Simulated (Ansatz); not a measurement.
# doublet CH5NSi+ at 6 levels

Wanted: a comparison of 6 runs (U-r2SCAN/def2-SVPD, UBLYP/def2-SVPD, UHSE06/def2-SVPD, USVWN5/def2-SVPD, RPA@PBE/def2-SVPD, UCCSD/def2-SVPD) of doublet CH5NSi+. 

The results are computed with Ansatz 0.2.0.

60 further runs of the same task are left out: 60 set aside as unsound or not needed.

## Step 1: Starting point

CH5NSi+ has 8 atoms, charge +1, and is taken as a doublet. SMILES of the parent species: `C[Si]N`. The shape is that of a PBE0-D4/def2-TZVP optimisation. This is one conformer, not always the lowest. That shape belongs to the parent species and isn't relaxed for this state.

Bond lengths: C1–Si2 1.904 Å, Si2–N3 1.709 Å, C1–H4 1.094 Å, C1–H5 1.094 Å, C1–H6 1.098 Å, N3–H7 1.008 Å, N3–H8 1.010 Å. Angles: C1–Si2–N3 98.7°, Si2–C1–H4 115.0°, Si2–C1–H5 110.7°, Si2–C1–H6 107.9°, Si2–N3–H7 121.7°, Si2–N3–H8 126.1°, H4–C1–H5 108.8°, H4–C1–H6 108.0°, H5–C1–H6 106.1°, H7–N3–H8 112.1°.

## Step 2: The energy at U-r2SCAN/def2-SVPD (run 1)

job.yaml

```yaml
crystal:
  periodic: [false, false, false]
  atoms:
    - {symbol: C, position_ang: [-0.660000, 0.824700, -0.552100]}
    - {symbol: Si, position_ang: [0.963800, 0.653800, 0.427700]}
    - {symbol: "N", position_ang: [0.932200, -1.034400, 0.690700]}
    - {symbol: H, position_ang: [-1.026400, -0.101800, -1.004300]}
    - {symbol: H, position_ang: [-0.562500, 1.583400, -1.334100]}
    - {symbol: H, position_ang: [-1.431400, 1.195000, 0.135900]}
    - {symbol: H, position_ang: [1.651200, -1.501900, 1.220100]}
    - {symbol: H, position_ang: [0.225200, -1.675700, 0.360300]}
basis:
  gaussian:
    orbitals: def2-SVPD
total_charge: 1
magnetization:
  spin_polarized: true
  initial_magnetization: 1
hamiltonian:
  xc: {name: r2SCAN}
accuracy: high
output:
  orbitals: {seedname: orbitals}
```

Command:

```bash
$ ansatz run job.yaml --threads 1 --pin off --max-ram 3480MiB --events-out events.jsonl --progress --plain --runs-dir runs
```

Output:

```text
Warning: RAYON_NUM_THREADS=1 ignored (pool sized by the plan → 1); use --threads N
Functional definition: r2SCAN
  name "r2SCAN"
  parameter k0 = 0.174
  parameter k1 = 0.065
  parameter a1 = 4.9479
  exchange = r2scan_x(k0 = k0, k1 = k1, a1 = a1)
  correlation = r2scan_c
2098 factors; integrals over basis functions are off by at most 3.5e-9 eV
mean field evaluation 1: about -10448.7439 eV, gradient 7.0e1 eV
mean field evaluation 2: about -10374.3337 eV, gradient 1.2e2 eV
mean field evaluation 4: about -10469.8342 eV, gradient 1.7e1 eV
mean field evaluation 8: about -10471.3485 eV, gradient 2.6e-1 eV
mean field evaluation 16: about -10471.3493 eV, gradient 7.0e-4 eV
mean field -10471.34933458 eV, -384.8149903105 hartree, gradient 6.0e-8 eV, S^2 0.759094; 0 other end points of the search recorded, 0 dependent functions left out
reference -10471.34933819 eV, -384.8149904431 hartree; 16, 15 occupied and 88, 89 virtual orbitals, 2098 factors
Total energy: -10471.34933819 eV, -384.8149904431 hartree
```

Run time: 17 s. Hardware: 1 thread of AMD EPYC 7R43 (Zen 3), shared host; peak memory 0.48 GiB.

## Step 3: A single-point energy at UBLYP/def2-SVPD (run 2)

run.yaml

```yaml
crystal:
  periodic: [false, false, false]
  atoms:
    - {symbol: C, position_ang: [-0.660000, 0.824700, -0.552100]}
    - {symbol: Si, position_ang: [0.963800, 0.653800, 0.427700]}
    - {symbol: N, position_ang: [0.932200, -1.034400, 0.690700]}
    - {symbol: H, position_ang: [-1.026400, -0.101800, -1.004300]}
    - {symbol: H, position_ang: [-0.562500, 1.583400, -1.334100]}
    - {symbol: H, position_ang: [-1.431400, 1.195000, 0.135900]}
    - {symbol: H, position_ang: [1.651200, -1.501900, 1.220100]}
    - {symbol: H, position_ang: [0.225200, -1.675700, 0.360300]}
basis:
  gaussian: {orbitals: def2-SVPD}
total_charge: 1
magnetization: {spin_polarized: true, initial_magnetization: 1}
hamiltonian: {xc: {name: BLYP}}
accuracy: high
output: {orbitals: {seedname: orbitals}}
```

Command:

```bash
$ ansatz run run.yaml --threads 1 --pin off --max-ram 3480MiB --events-out events.jsonl --progress --plain --runs-dir runs
```

Output:

```text
Warning: RAYON_NUM_THREADS=1 ignored (pool sized by the plan → 1); use --threads N
Functional definition: BLYP
  name "BLYP"
  parameter beta = 0.0042
  parameter a = 0.04918
  parameter b = 0.132
  parameter c = 0.2533
  parameter d = 0.349
  exchange = b88_x(beta = beta)
  correlation = lyp_c(a = a, b = b, c = c, d = d)
2098 factors; integrals over basis functions are off by at most 3.5e-9 eV
mean field evaluation 1: about -10443.0217 eV, gradient 8.1e1 eV
mean field evaluation 2: about -10332.9651 eV, gradient 1.4e2 eV
mean field evaluation 4: about -10468.3774 eV, gradient 2.8e1 eV
mean field evaluation 8: about -10472.4980 eV, gradient 9.5e-2 eV
mean field evaluation 16: about -10472.4943 eV, gradient 1.5e-4 eV
mean field -10472.49427158 eV, -384.8570659689 hartree, gradient 3.5e-8 eV, S^2 0.753796; 1 other end points of the search recorded, 0 dependent functions left out
reference -10472.49432517 eV, -384.8570679383 hartree; 16, 15 occupied and 88, 89 virtual orbitals, 2098 factors
Total energy: -10472.49432517 eV, -384.8570679383 hartree
```

Wall time 8.7 s (1 thread of AMD EPYC 7R43 (Zen 3), shared host); peak memory 0.35 GiB.

Runs 3 to 4 aren't shown in full; the table further down has their settings and results.

## Step 4: A single-point energy at RPA@PBE/def2-SVPD (run 5)

job.yaml

```yaml
basis:
  gaussian: {orbitals: def2-SVPD}
crystal:
  periodic: [false, false, false]
  atoms:
    - {symbol: C, position_ang: [-0.660000, 0.824700, -0.552100]}
    - {symbol: Si, position_ang: [0.963800, 0.653800, 0.427700]}
    - {symbol: N, position_ang: [0.932200, -1.034400, 0.690700]}
    - {symbol: H, position_ang: [-1.026400, -0.101800, -1.004300]}
    - {symbol: H, position_ang: [-0.562500, 1.583400, -1.334100]}
    - {symbol: H, position_ang: [-1.431400, 1.195000, 0.135900]}
    - {symbol: H, position_ang: [1.651200, -1.501900, 1.220100]}
    - {symbol: H, position_ang: [0.225200, -1.675700, 0.360300]}
total_charge: 1
magnetization: {spin_polarized: true, initial_magnetization: 1}
hamiltonian: {xc: {name: PBE}}
correlation: {method: rpa, frozen_orbitals: {C: 1, H: 0, "N": 1, Si: 5}}
accuracy: high
```

Command:

```bash
$ ansatz run job.yaml --threads 1 --pin off --max-ram 3480MiB --events-out events.jsonl --progress --plain --runs-dir runs
```

Output:

```text
Warning: RAYON_NUM_THREADS=1 ignored (pool sized by the plan → 1); use --threads N
Functional definition: PBE
  name "PBE"
  parameter kappa = 0.804
  parameter beta = 0.06672455060314922
  exchange = pbe_x(kappa = kappa, mu = beta*pi^2/3)
  correlation = pbe_c(beta = beta)
2098 factors; integrals over basis functions are off by at most 3.5e-9 eV
mean field evaluation 1: about -10439.0650 eV, gradient 7.7e1 eV
mean field evaluation 2: about -10439.0595 eV, gradient 7.7e1 eV
mean field evaluation 4: about -10461.7753 eV, gradient 2.5e1 eV
mean field evaluation 8: about -10466.2330 eV, gradient 4.3e-1 eV
mean field evaluation 16: about -10466.2330 eV, gradient 4.7e-4 eV
mean field evaluation 32: about -10466.2295 eV, gradient 5.1e-1 eV
mean field evaluation 64: about -10466.2315 eV, gradient 1.8e-1 eV
mean field -10466.23295525 eV, -384.6269668379 hartree, gradient 2.3e-8 eV, S^2 0.755340; 2 other end points of the search recorded, 0 dependent functions left out
7 core orbitals not correlated: weight in the atoms' cores, before any rotation towards them, 1.000 or more for the frozen orbitals, at most 0.000 for the correlated occupied ones
reference -10441.04112118 eV, -383.7011840116 hartree; 9, 8 occupied and 88, 89 virtual orbitals, 2098 factors
Total energy: -10459.63208296 eV, -384.3843892556 hartree
```

It took 15 s on 1 thread of AMD EPYC 7R43 (Zen 3), shared host; peak memory 0.44 GiB.

## Step 5: The energy at UCCSD/def2-SVPD (run 6)

job.yaml

```yaml
crystal:
  periodic: [false, false, false]
  atoms:
    - symbol: C
      position_ang: [-0.660000, 0.824700, -0.552100]
    - symbol: Si
      position_ang: [0.963800, 0.653800, 0.427700]
    - symbol: "N"
      position_ang: [0.932200, -1.034400, 0.690700]
    - symbol: H
      position_ang: [-1.026400, -0.101800, -1.004300]
    - symbol: H
      position_ang: [-0.562500, 1.583400, -1.334100]
    - symbol: H
      position_ang: [-1.431400, 1.195000, 0.135900]
    - symbol: H
      position_ang: [1.651200, -1.501900, 1.220100]
    - symbol: H
      position_ang: [0.225200, -1.675700, 0.360300]
basis:
  gaussian:
    orbitals: def2-SVPD
total_charge: 1
scf:
  omitted_lower_state_checks: [cluster_reference, increment]
correlation:
  method: ccsd
  frozen_orbitals: {C: 1, H: 0, "N": 1, Si: 5}
accuracy: high
magnetization:
  spin_polarized: true
  initial_magnetization: 1
```

Command:

```bash
$ ansatz run job.yaml --threads 1 --pin off --max-ram 3480MiB --events-out events.jsonl --progress --plain --runs-dir runs
```

Output:

```text
Warning: RAYON_NUM_THREADS=1 ignored (pool sized by the plan → 1); use --threads N
[... 12 lines left out ...]
7 core orbitals not correlated: weight in the atoms' cores, before any rotation towards them, 1.000 or more for the frozen orbitals, at most 0.000 for the correlated occupied ones
[... 31 lines left out ...]
Total energy: -10453.67295229 eV, -384.1653952426 hartree
Checks for a lower state left out: cluster_reference, increment
```

Run time: 56 s. Hardware: 1 thread of AMD EPYC 7R43 (Zen 3), shared host; peak memory 1.6 GiB.

## Step 6: All runs side by side

```tsv
run	level	frozen core orbitals	energy (Eh)	HOMO energy (eV)	LUMO energy (eV)	⟨S²⟩	wall time
1	U-r2SCAN/def2-SVPD	–	-384.814990	-13.29	-10.74	0.759	17 s
2	UBLYP/def2-SVPD	–	-384.857068	-12.69	-11.25	0.754	8.7 s
3	UHSE06/def2-SVPD	–	-384.651299	-13.77	-10.64	0.757	11 s
4	USVWN5/def2-SVPD	–	-382.901716	-12.83	-11.53	0.753	5.1 s
5	RPA@PBE/def2-SVPD	7	-384.384389	–	–	0.755	15 s
6	UCCSD/def2-SVPD	7	-384.165395	–	–	0.767	56 s
```

## Step 7: Outcome

| quantity | value |
| --- | --- |
| run 6: total energy | -384.16540 Eh |
| run 6: correlation energy (7 core orbitals frozen) | -433.6 mEh |
| run 6: ⟨S²⟩ of the reference determinant | 0.767 |
| run 6: T1 diagnostic | 0.019 |

In words: Totals of different functionals can't be ranked against each other. All runs together took 1.9 min, the longest 56 s.
